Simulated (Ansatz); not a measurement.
Results of PBE-D3(BJ) in Ansatz (plane waves, PAW) for Cs2AgBiBr6 (Fm-3m, No. 225).

Settings: plane-wave cutoff 500 eV, 6×6×6 k mesh, Fermi–Dirac smearing 0.05 eV, no spin polarisation, scalar-relativistic PAW data made under PBE.

Cell (relaxed at this level):

```cif
data_Ag4Bi4Br24Cs8
_chemical_formula_sum 'Cs8 Ag4 Bi4 Br24'
_space_group_name_H-M_alt 'Fm-3m'
_space_group_IT_number 225
_space_group_name_Hall '-F 4 2 3'
_cell_length_a 11.30572
_cell_length_b 11.30572
_cell_length_c 11.30572
_cell_angle_alpha 90.000
_cell_angle_beta 90.000
_cell_angle_gamma 90.000
loop_
_atom_site_label
_atom_site_type_symbol
_atom_site_symmetry_multiplicity
_atom_site_Wyckoff_symbol
_atom_site_fract_x
_atom_site_fract_y
_atom_site_fract_z
_atom_site_occupancy
Cs1 Cs 8 c 0.25000 0.25000 0.25000 1
Ag1 Ag 4 b 0.50000 0.50000 0.50000 1
Bi1 Bi 4 a 0.00000 0.00000 0.00000 1
Br1 Br 24 e 0.00000 0.00000 0.25267 1
```
(The calculation used a cell of 10 atoms; values per cell refer to that cell.)

### Question
Estimate the band gap that the calculation returns.

### Answer

- band gap: 1.25 eV (on the SCF k mesh)

Spin–orbit coupling is not included; with these elements it can move the gap by several tenths of an eV or more.

Computed values are for the static lattice.

Ansatz is a quantum-chemistry and plane-wave program.
